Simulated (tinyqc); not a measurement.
MP2 on RHF in the sto-6g basis, for OH-, spin multiplicity 1, step by step. The basis has no diffuse functions, so it cannot describe the extra electron: this is an exercise in the method, not the real anion. One step of it, computed by the program tinyqc.

Question. Iteration 1: building the Fock matrix. J_ij = sum D_kl (ij|kl), K_ij = sum D_kl (ik|jl); F = H + J - 0.5 K; E = tr D H + tr D J / 2 - 0.25 tr D K + E_nn.

D at the start:
```
            1O 1s      1O 2s    1O 2px    1O 2py     1O 2pz      2H 1s
1O 1s    2.115449  -0.503314  0.000000  0.000000  -0.014520   0.044980
1O 2s   -0.503314   2.192436  0.000000  0.000000   0.080525  -0.187139
1O 2px   0.000000   0.000000  2.000000  0.000000   0.000000   0.000000
1O 2py   0.000000   0.000000  0.000000  2.000000   0.000000   0.000000
1O 2pz  -0.014520   0.080525  0.000000  0.000000   2.080049  -0.213750
2H 1s    0.044980  -0.187139  0.000000  0.000000  -0.213750   0.036581
```

core Hamiltonian H = T + V (hartree):
```
             1O 1s      1O 2s     1O 2px     1O 2py     1O 2pz      2H 1s
1O 1s   -32.314302  -7.135877   0.000000   0.000000  -0.007890  -0.647302
1O 2s    -7.135877  -8.540566   0.000000   0.000000  -0.093594  -1.639259
1O 2px    0.000000   0.000000  -6.835164   0.000000   0.000000   0.000000
1O 2py    0.000000   0.000000   0.000000  -6.835164   0.000000   0.000000
1O 2pz   -0.007890  -0.093594   0.000000   0.000000  -6.884109  -1.312973
2H 1s    -0.647302  -1.639259   0.000000   0.000000  -1.312973  -3.516424
```

Two-electron integrals (ij|kl) in chemists' order, unique and non-zero (hartree):
```
(11|11) 4.787491   (21|11) 0.675884   (21|21) 0.121505   (22|11) 1.117379
(22|21) 0.249212   (22|22) 0.817383   (31|31) 0.025762   (32|31) 0.039145
(32|32) 0.180664   (33|11) 1.117381   (33|21) 0.249212   (33|22) 0.817382
(33|33) 0.880663   (41|41) 0.025762   (42|41) 0.039145   (42|42) 0.180664
(43|43) 0.047461   (44|11) 1.117381   (44|21) 0.249212   (44|22) 0.817382
(44|33) 0.785741   (44|44) 0.880663   (51|51) 0.025762   (52|51) 0.039145
(52|52) 0.180664   (53|53) 0.047461   (54|54) 0.047461   (55|11) 1.117381
(55|21) 0.249212   (55|22) 0.817382   (55|33) 0.785741   (55|44) 0.785741
(55|55) 0.880663   (61|11) 0.064609   (61|21) 0.011149   (61|22) 0.022425
(61|33) 0.022378   (61|44) 0.022378   (61|51) 0.000546   (61|52) 0.001078
(61|55) 0.022517   (61|61) 0.001042   (62|11) 0.185022   (62|21) 0.041981
(62|22) 0.156125   (62|33) 0.153406   (62|44) 0.153406   (62|51) 0.003371
(62|52) 0.026608   (62|55) 0.161563   (62|61) 0.003886   (62|62) 0.040140
(63|31) 0.004276   (63|32) 0.025291   (63|53) 0.005284   (63|63) 0.005147
(64|41) 0.004276   (64|42) 0.025291   (64|54) 0.005284   (64|64) 0.005147
(65|11) 0.147286   (65|21) 0.033842   (65|22) 0.133993   (65|33) 0.128365
(65|44) 0.128365   (65|51) 0.006533   (65|52) 0.045861   (65|55) 0.145249
(65|61) 0.003250   (65|62) 0.041813   (65|65) 0.048057   (66|11) 0.380570
(66|21) 0.087891   (66|22) 0.375566   (66|33) 0.363087   (66|44) 0.363087
(66|51) 0.007493   (66|52) 0.084009   (66|55) 0.400522   (66|61) 0.008169
(66|62) 0.133580   (66|65) 0.157781   (66|66) 0.774999
```

nuclear repulsion = 3.06547262 hartree

Give: Coulomb J; exchange K; Fock matrix F; total energy of this density.

Answer.

Coulomb J (hartree):
```
          1O 1s   1O 2s  1O 2px  1O 2py  1O 2pz   2H 1s
1O 1s   18.5784  3.3431  0.0000  0.0000  0.0018  0.3087
1O 2s    3.3431  8.7747  0.0000  0.0000  0.0016  1.6176
1O 2px   0.0000  0.0000  8.7751  0.0000  0.0000  0.0000
1O 2py   0.0000  0.0000  0.0000  8.7751  0.0000  0.0000
1O 2pz   0.0018  0.0016  0.0000  0.0000  8.7739  1.3639
2H 1s    0.3087  1.6176  0.0000  0.0000  1.3639  3.7504
```

exchange K (hartree):
```
         1O 1s   1O 2s  1O 2px  1O 2py  1O 2pz   2H 1s
1O 1s   9.8718  1.5866  0.0000  0.0000  0.0006  0.1595
1O 2s   1.5866  2.8321  0.0000  0.0000  0.0050  0.4468
1O 2px  0.0000  0.0000  2.3550  0.0000  0.0000  0.0000
1O 2py  0.0000  0.0000  0.0000  2.3550  0.0000  0.0000
1O 2pz  0.0006  0.0050  0.0000  0.0000  2.3559  0.2836
2H 1s   0.1595  0.4468  0.0000  0.0000  0.2836  0.1251
```

Fock matrix F (hartree):
```
           1O 1s    1O 2s  1O 2px  1O 2py   1O 2pz    2H 1s
1O 1s   -18.6718  -4.5860  0.0000  0.0000  -0.0064  -0.4184
1O 2s    -4.5860  -1.1819  0.0000  0.0000  -0.0945  -0.2450
1O 2px    0.0000   0.0000  0.7625  0.0000   0.0000   0.0000
1O 2py    0.0000   0.0000  0.0000  0.7625   0.0000   0.0000
1O 2pz   -0.0064  -0.0945  0.0000  0.0000   0.7118  -0.0908
2H 1s    -0.4184  -0.2450  0.0000  0.0000  -0.0908   0.1714
```

total energy of this density = -73.658088 hartree
